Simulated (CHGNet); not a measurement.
Tetragonal perovskite BaTiO3 (room-temperature form, which distorts further on cooling)

The numbers are results of the machine-learned potential CHGNet-r²SCAN (trained on r²SCAN data), not measurements.

Cell (relaxed at this level):

```cif
data_BaO3Ti
_chemical_formula_sum 'Ba1 Ti1 O3'
_space_group_name_H-M_alt 'P 1'
_space_group_IT_number 1
_cell_length_a 3.98594
_cell_length_b 3.98594
_cell_length_c 4.13886
_cell_angle_alpha 90.000
_cell_angle_beta 90.000
_cell_angle_gamma 90.000
loop_
_space_group_symop_operation_xyz
  'x, y, z'
loop_
_atom_site_label
_atom_site_type_symbol
_atom_site_fract_x
_atom_site_fract_y
_atom_site_fract_z
_atom_site_occupancy
Ba1 Ba 0.00000 0.00000 0.01001 1
Ti1 Ti 0.50000 0.50000 0.52476 1
O1 O 0.50000 0.50000 0.96479 1
O2 O 0.00000 0.50000 0.48222 1
O3 O 0.50000 0.00000 0.48222 1
```

For tetragonal perovskite BaTiO3 (room-temperature form, which distorts further on cooling), the lattice constant a is 3.986 Å and the c axis length comes out as 4.139 Å.

Measured, for comparison: lattice constant a 3.994 Å, lattice parameter c 4.034 Å (300 K, not corrected to a static lattice; as tabulated in Wikipedia's data pages). Computed (rounded) less measured: lattice constant a -0.2 %, lattice parameter c +2.6 %.

A machine-learned potential is trained on density-functional data: it inherits that level's misses and adds fitting errors of its own.

Note: the model gives imaginary modes for this phase (in the spectrum interpolated from a supercell); the relaxation could not lower the start's symmetry, so the cell can be a saddle point above a distorted one.
